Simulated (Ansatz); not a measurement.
Fluorite CeO₂, treated with PBEsol (Ansatz, a program for electronic structure, PAW).

Settings: plane-wave cutoff 520 eV, 8×8×8 k mesh, perturbation theory, force constants from a 4×4×4 q mesh, no spin polarisation, scalar-relativistic PAW data made under PBE.

Quasi-harmonic results against temperature at zero pressure (zero-point motion included, B isothermal):

| T (K) | a (Å) | linear α (10⁻⁶/K) | B (GPa) | C_P (J/K per mol of atoms) | Grüneisen γ |
|---|---|---|---|---|---|
| 100 | 5.4113 | 5.06 | 185.9 | 9.03 | 2.50 |
| 200 | 5.4153 | 9.35 | 181.7 | 17.44 | 2.36 |
| 300 | 5.4210 | 11.36 | 176.7 | 21.31 | 2.31 |
| 500 | 5.4346 | 13.63 | 165.1 | 24.43 | 2.33 |
| 600 | 5.4423 | 14.62 | 158.6 | 25.29 | 2.36 |
| 900 | 5.4690 | 18.33 | 135.9 | 27.49 | 2.51 |
| 1000 | 5.4795 | 20.11 | 127.0 | 28.37 | 2.58 |

The crystal is taken as a harmonic solid at every temperature: melting, phase changes and anharmonicity beyond the change of volume are not seen.
